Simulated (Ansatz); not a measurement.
A nudged elastic band was laid between two geometries of AlH5O2 (8 atoms, charge 0, multiplicity 1).

Level of theory: RKS PBE0-D4/def2-SVP in Ansatz.

```
movable images  : 7
climbing image  : yes
spring          : 5.0 eV/Å²
optimiser       : quadratic models (default)
start path      : through a guess of the saddle point
force threshold : 0.05 eV/Å
iteration limit : 60
end points      : relaxed
```

First end point:

```xyz
8
Properties=species:S:1:pos:R:3
Al -0.204 -0.107 0.234
H -0.476 -0.944 1.566
O 1.488 0.106 -0.220
H 1.905 -0.173 -1.035
H -1.281 -0.021 -0.935
O 0.086 1.723 1.002
H 1.013 1.672 0.664
H 0.133 1.761 1.967
```

Last end point:

```xyz
8
Properties=species:S:1:pos:R:3
Al 0.098 0.620 -0.171
H -0.193 -0.569 1.960
O 1.615 -0.110 -0.438
H 1.775 -0.909 -0.940
H -1.257 0.027 -0.713
O 0.061 2.153 0.573
H 0.841 2.628 0.863
H -0.277 0.176 2.109
```

Problem. Which bonds break or form, and what moves?

Solution. Bonds broken: Al1–H2, O6–H8. Bonds formed: H2–H8. AlH5O2 becomes AlH3O2 + H2.

Problem. What energy profile does the band end with?

Solution. The run converged. The highest image is number 4 of 0 to 8, 0.72 eV above the first end and 0.81 eV above the last; the last end lies 0.09 eV below the first. A vibrational analysis at the climbing image gives one clearly imaginary mode, 1171i cm⁻¹: a first-order saddle point. The orbitals stay closed-shell, which can raise the energy where a bond breaks towards radicals; this wasn't checked here.

```json
{"image": "0", "path coordinate (Å)": "0.00", "energy (eV)": "0.00", "Al1–H2 (Å)": "1.60", "O6–H8 (Å)": "0.97", "H2–H8 (Å)": "2.80"}
{"image": "1", "path coordinate (Å)": "0.46", "energy (eV)": "0.04", "Al1–H2 (Å)": "1.60", "O6–H8 (Å)": "0.97", "H2–H8 (Å)": "2.50"}
{"image": "2", "path coordinate (Å)": "0.91", "energy (eV)": "0.13", "Al1–H2 (Å)": "1.61", "O6–H8 (Å)": "0.97", "H2–H8 (Å)": "2.10"}
{"image": "3", "path coordinate (Å)": "1.37", "energy (eV)": "0.33", "Al1–H2 (Å)": "1.65", "O6–H8 (Å)": "1.00", "H2–H8 (Å)": "1.59"}
{"image": "4", "path coordinate (Å)": "1.82", "energy (eV)": "0.72", "Al1–H2 (Å)": "1.79", "O6–H8 (Å)": "1.24", "H2–H8 (Å)": "1.06"}
{"image": "5", "path coordinate (Å)": "2.16", "energy (eV)": "0.37", "Al1–H2 (Å)": "1.96", "O6–H8 (Å)": "1.60", "H2–H8 (Å)": "0.84"}
{"image": "6", "path coordinate (Å)": "2.50", "energy (eV)": "0.04", "Al1–H2 (Å)": "2.18", "O6–H8 (Å)": "1.96", "H2–H8 (Å)": "0.78"}
{"image": "7", "path coordinate (Å)": "2.83", "energy (eV)": "-0.07", "Al1–H2 (Å)": "2.37", "O6–H8 (Å)": "2.26", "H2–H8 (Å)": "0.77"}
{"image": "8", "path coordinate (Å)": "3.17", "energy (eV)": "-0.09", "Al1–H2 (Å)": "2.46", "O6–H8 (Å)": "2.53", "H2–H8 (Å)": "0.76"}
```

Problem. What is the geometry of the highest image?

Solution. 
```xyz
8
Properties=species:S:1:pos:R:3
Al -0.010 0.234 0.027
H -0.261 -0.276 1.720
O 1.604 -0.063 -0.447
H 1.905 -0.629 -1.158
H -1.271 -0.057 -0.875
O -0.008 1.790 1.045
H 0.832 2.246 1.184
H -0.129 0.772 1.747
```

Problem. What are the harmonic wavenumbers there?

Solution. 1171i, 187, 263, 386, 479, 531, 579, 637, 727, 764, 871, 1033, 1411, 1758, 1920, 1980, 3874, 4005 cm⁻¹.

Run time: 2.6 min on 1 thread of Arm Neoverse V2, on a shared host, peak memory 0.13 GiB.
